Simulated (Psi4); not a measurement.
# CH4BN− (SMILES [H]/N=C/[BH2-]) at UMP2/aug-cc-pV(D+d)Z (fitted SCF)

What is the electrostatic solvation energy at fixed shape (IEF-PCM, dimethylsulfoxide) of CH4BN− at UMP2/aug-cc-pV(D+d)Z (fitted SCF)? 

The calculation is run with Psi4 1.11.

1 further run of the same task is left out (set aside as unsound or not needed).

### 1 The molecule

CH4BN−: 7 atoms, total charge -1, spin state doublet. As SMILES, `[H]/N=C/[BH2-]`. The shape is that of a GFN2-xTB optimisation.

Bond lengths: B1–C2 1.492 Å, C2–N3 1.338 Å, B1–H4 1.195 Å, B1–H5 1.208 Å, C2–H6 1.124 Å, N3–H7 1.032 Å. Angles: B1–C2–N3 126.5°, B1–C2–H6 116.6°, N3–C2–H6 116.9°, C2–B1–H4 123.7°, C2–B1–H5 119.3°, C2–N3–H7 111.7°, H4–B1–H5 117.0°.

### 2 A single-point energy at UMP2/aug-cc-pV(D+d)Z (fitted SCF)

ch4bn.json reads:

```json
{
  "schema_name": "qcschema_input",
  "schema_version": 1,
  "molecule": {
    "schema_name": "qcschema_molecule",
    "schema_version": 2,
    "symbols": ["B", "C", "N", "H", "H", "H", "H"],
    "geometry": [-1.66938406, 0.64203445, -1.13789859, 0.57098075, 0.06570578, 0.4754173, 1.71846025, -2.17528264, 0.71367397, -2.71090661, -0.89093028, -2.42982875, -2.51048226, 2.76391343, -1.16724603, 1.37386869, 1.67905946, 1.59931301, 3.22746325, -2.0845002, 1.94658798],
    "molecular_charge": -1,
    "molecular_multiplicity": 2,
    "fix_symmetry": "c1",
    "fix_com": true,
    "fix_orientation": true
  },
  "driver": "energy",
  "model": {
    "method": "mp2",
    "basis": "aug-cc-pV(D+d)Z"
  },
  "keywords": {
    "reference": "uhf",
    "freeze_core": true,
    "mp2_type": "conv"
  }
}
```

Run with:

```console
$ psi4 --qcschema ch4bn.json -n 1 --memory 1600MB
```

stdout, cut to the lines that bear on the results:

```text
[...]
  Running in c1 symmetry.
[...]
  Nuclear repulsion =   56.828101009841745
[...]
  Multiplicity = 2
[...]
  Nalpha       = 12
  Nbeta        = 11
[...]
    Number of basis functions: 105
[...]
   @UHF iter   1:  -119.11191378728572   -9.67278e-01   4.94512e-03 DIIS/ADIIS
[...]
   @UHF iter  17:  -119.29375911215337   -5.58487e-12   8.11560e-09 DIIS
[...]
   @S^2 Observed:                8.445543662E-01
[...]
    Orbital Energies [Eh]
    ---------------------
    Alpha Occupied:
       1A    -15.362456     2A    -11.032732     3A     -7.339034
       4A     -0.979933     5A     -0.636778     6A     -0.447510
       7A     -0.444099     8A     -0.301346     9A     -0.291298
      10A     -0.244762    11A     -0.204778    12A     -0.042562
    Alpha Virtual:
      13A      0.146273    14A      0.150513    15A      0.162031
      16A      0.182823    17A      0.182964    18A      0.199183
      19A      0.228995    20A      0.249470    21A      0.280129
      22A      0.294025    23A      0.310341    24A      0.324541
      25A      0.343157    26A      0.369656    27A      0.380470
[...]
  @UHF Final Energy:  -119.29375911215337
   => Energetics <=
    Nuclear Repulsion Energy =             56.8281010098417454
    One-Electron Energy =                -277.8909589552499142
    Two-Electron Energy =                 101.7690988332547875
    Total Energy =                       -119.2937591121533671
  UHF NO Occupations:
  HONO-2 :   10  A 1.9982920
  HONO-1 :   11  A 1.9563110
[...]
 Multipole Moments:
 ------------------------------------------------------------------------------------
     Multipole            Electronic (a.u.)      Nuclear  (a.u.)        Total (a.u.)
 ------------------------------------------------------------------------------------
 L = 1.  Multiply by 2.5417464519 to convert [e a0] to [Debye]
 Dipole X            :         -5.6984949            6.4881290            0.7896341
 Dipole Y            :         10.6376697          -10.1550291            0.4826406
 Dipole Z            :         -1.3319982            2.1075548            0.7755567
 Magnitude           :                                                    1.2074569
[...]
	SCS-MP2 Total Energy (a.u.)        :  -119.69831171459825
	SOS-MP2 Total Energy (a.u.)        :  -119.66526199088305
	SCSN-MP2 Total Energy (a.u.)       :  -119.46826165336954
[...]
	SOS-PI-MP2 Total Energy (a.u.)     :  -119.72717913733800
[...]
	MP2 Total Energy (a.u.)            :  -119.70249401557366
[...]
```

The result, in JSON:

```text
{
 "driver": "energy",
 "model": {
  "method": "mp2",
  "basis": "aug-cc-pV(D+d)Z"
 },
 "success": true,
 "return_result": -119.70249401557366,
 "properties": {
  "calcinfo_nbasis": 105,
  "calcinfo_nmo": 105,
  "calcinfo_nalpha": 12,
  "calcinfo_nbeta": 11,
  "calcinfo_natom": 7,
  "nuclear_repulsion_energy": 56.828101009841745,
  "return_energy": -119.70249401557366,
  "scf_one_electron_energy": -277.8909589552499,
  "scf_two_electron_energy": 101.76909883325479,
  "scf_dipole_moment": [0.789634120399036, 0.482640565869783, 0.7755566855747462],
  "scf_total_energy": -119.29375911215337,
  "scf_iterations": 17,
  "mp2_same_spin_correlation_energy": -0.09914917114555366,
  "mp2_opposite_spin_correlation_energy": -0.3095857322747393,
  "mp2_singles_energy": 0.0,
  "mp2_doubles_energy": -0.40873490342029295,
  "mp2_correlation_energy": -0.40873490342029584,
  "mp2_total_energy": -119.70249401557366
 }
}
```

It took 13 s on 1 thread of AMD EPYC 7B13 (Zen 3), shared host; peak memory 0.69 GiB.

### 3 The energy at UMP2/aug-cc-pV(D+d)Z (fitted SCF, IEF-PCM dimethylsulfoxide)

job.in reads:

```
memory 1.6 GB

molecule molecule1 {
  -1 2
  B
  C 1 R2
  N 2 R3 1 A3
  H 1 R4 2 A4 3 D4
  H 1 R5 4 A5 2 D5
  H 2 R6 3 A6 1 D6
  H 3 R7 2 A7 6 D7

  R2 = 1.492446
  R3 = 1.338254
  A3 = 126.54192
  R4 = 1.195499
  A4 = 123.68881
  D4 = 0.05445
  R5 = 1.207948
  A5 = 116.97018
  D5 = -179.93694
  R6 = 1.123886
  A6 = 116.85681
  D6 = -179.90152
  R7 = 1.03229
  A7 = 111.6723
  D7 = 0.13473
  symmetry c1
  no_reorient
  no_com
}

set {
  basis       aug-cc-pV(D+d)Z
  reference   uhf
  freeze_core true
  mp2_type    conv
  pcm         true
}

pcm = {
  Units = Angstrom
  Medium {
    SolverType = IEFPCM
    Solvent = DMSO
  }
  Cavity {
    Type = GePol
    RadiiSet = UFF
    Scaling = False
    Area = 0.3
    Mode = Implicit
  }
}

energy('mp2')
print_variables()
```

Run with:

```console
$ psi4 -i job.in -o job.out -n 1
```

job.out, cut to the lines that bear on the results:

```text
[...]
  Running in c1 symmetry.
[...]
  Nuclear repulsion =   56.828107578079269
[...]
  Multiplicity = 2
[...]
  Nalpha       = 12
  Nbeta        = 11
[...]
    Number of basis functions: 105
[...]
   @UHF iter   1:  -119.23194816856309   -1.08424e+00   4.71472e-03 DIIS/ADIIS
[...]
   @UHF iter  18:  -119.39196625829325   -2.91323e-12   5.40394e-09 DIIS
[...]
   @S^2 Observed:                8.438776537E-01
[...]
  @UHF Final Energy:  -119.39196625829325
   => Energetics <=
    Nuclear Repulsion Energy =             56.8281075780792690
    One-Electron Energy =                -278.2061520450213266
    Two-Electron Energy =                 102.0882610866333664
    PCM Polarization Energy =              -0.1021828779845464
    Total Energy =                       -119.3919662582932517
  UHF NO Occupations:
  HONO-2 :   10  A 1.9981041
[...]
 Multipole Moments:
 ------------------------------------------------------------------------------------
     Multipole            Electronic (a.u.)      Nuclear  (a.u.)        Total (a.u.)
 ------------------------------------------------------------------------------------
 L = 1.  Multiply by 2.5417464519 to convert [e a0] to [Debye]
 Dipole X            :          0.0004202           -0.0000114            0.0004088
 Dipole Y            :         -0.7125983            1.2475233            0.5349250
 Dipole Z            :          1.4452098            0.0923502            1.5375601
 Magnitude           :                                                    1.6279545
[...]
	SCS-MP2 Total Energy (a.u.)        :  -119.79451361474830
	SOS-MP2 Total Energy (a.u.)        :  -119.79247775973072
	SCSN-MP2 Total Energy (a.u.)       :  -119.56538485952373
[...]
	SOS-PI-MP2 Total Energy (a.u.)     :  -119.82328633676435
[...]
	MP2 Total Energy (a.u.)            :  -119.79858532478345
[...]
```

It took 22 s on 1 thread of AMD EPYC 7B13 (Zen 3), shared host; peak memory 0.71 GiB.

### 4 Summary of results

At UMP2/aug-cc-pV(D+d)Z (fitted SCF), 3 core orbitals frozen:

```
                                                                              quantity          value
                                                               gas phase: total energy  -119.70249 Eh
                 gas phase: HOMO energy (Hartree–Fock orbitals) (highest over α and β)       -1.16 eV
                  gas phase: LUMO energy (Hartree–Fock orbitals) (lowest over α and β)        3.98 eV
                                gas phase: correlation energy (3 core orbitals frozen)     -408.7 mEh
                                          gas phase: ⟨S²⟩ of the reference determinant          0.845
                                              IEF-PCM, dimethylsulfoxide: total energy  -119.79859 Eh
IEF-PCM, dimethylsulfoxide: HOMO energy (Hartree–Fock orbitals) (highest over α and β)       -6.33 eV
 IEF-PCM, dimethylsulfoxide: LUMO energy (Hartree–Fock orbitals) (lowest over α and β)        1.29 eV
               IEF-PCM, dimethylsulfoxide: correlation energy (3 core orbitals frozen)     -406.6 mEh
                                IEF-PCM, dimethylsulfoxide: solvent term in the energy  -268.3 kJ/mol
                         IEF-PCM, dimethylsulfoxide: ⟨S²⟩ of the reference determinant          0.844
                                      energy change from gas to solvent at fixed shape      -2.615 eV
```

What this shows: The solvent model (IEF-PCM, dimethylsulfoxide) lowers the energy by 2.61 eV (−252 kJ/mol) at the same shape. It holds the electrostatic part alone, without cavity or dispersion terms.
